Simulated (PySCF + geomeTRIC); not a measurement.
A geometry relaxed with BP86-D3(BJ)/def2-SVP (PySCF + geomeTRIC), charge 0, multiplicity 1:

```xyz
6

H      1.2446     0.9471     0.0085
H     -1.2446    -0.9470    -0.0085
H      1.2344    -0.8950    -0.3484
C     -0.6646    -0.0139     0.0911
C      0.6646     0.0139    -0.0911
H     -1.2344     0.8950     0.3484
```

Question: Write the SMILES of this molecule.

Answer: `C=C`
